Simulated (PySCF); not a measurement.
SMILES FB(F)F (BF₃), singlet, CAM-B3LYP/def2-SVP optimised geometry.

```
4

B     -0.33     0.00     0.00
F     -0.98     1.13     0.00
F     -0.98    -1.13     0.00
F      0.98     0.00     0.00
```

Density from CAM-B3LYP/def2-TZVP in PySCF 2.14.0 at that geometry.

Minimum of the electron density along straight lines between bonded atoms, close to the bond critical point (lines longer than 1.1 times the sum of covalent radii, or with two minima, are not listed):

| bond | length / Å | ρ at the minimum / e bohr⁻³ | ∇²ρ there / e bohr⁻⁵ | position (fraction from the first atom) |
|---|---|---|---|---|
| B1–F2 | 1.309 | 0.218 | 1.28 | 0.34 |
| B1–F3 | 1.309 | 0.217 | 1.28 | 0.34 |
| B1–F4 | 1.309 | 0.217 | 1.28 | 0.34 |
